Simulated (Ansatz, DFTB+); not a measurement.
Elastic constant C66 (GPa) of solids drawn from the class of elemental solids other than molecular ones, at two levels: GFN1-xTB as cut by DFTB+ (DFTB+), and r²SCAN in Ansatz (PAW).

```
solid   GFN1-xTB as cut by DFTB+  r²SCAN  shift (%)
------  ------------------------  ------  ---------
hcp Zr                      14.1    44.1       +213
hcp Be                      21.9     160       +631
hcp Tc                      58.7     136       +132
hcp Ru                       150     206        +37
hcp Re                      62.0     175       +182
hcp Os                       269     273       +1.5
```

The shifts run from +1.5 % to +631 %, with a median of +157 %.

Of 6 rows, r²SCAN is the larger in 6 and the smaller in 0.

Ansatz's runs of these crystals have no spin polarisation.

Spin–orbit coupling is left out, also for the solids with elements from indium on (hcp Re, hcp Os); its size isn't shown.

Each level is taken at its own relaxed cell. Caveats: codes differ in how they cut the long-range tail of xTB's charge interaction in a crystal, so the value belongs to this code (GFN1-xTB as cut by DFTB+: hcp Zr, hcp Be, hcp Tc, hcp Ru, hcp Re, hcp Os); the method was fitted mainly to molecules (GFN1-xTB as cut by DFTB+: hcp Zr, hcp Be, hcp Tc, hcp Ru, hcp Re, hcp Os); the relaxed volume lies over a fifth from the starting cell (GFN1-xTB as cut by DFTB+: hcp Zr, hcp Be). Ansatz's density-functional and Hartree–Fock values are scalar-relativistic unless marked +SOC, with PAW data made under PBE.

Ansatz is a first-principles code.
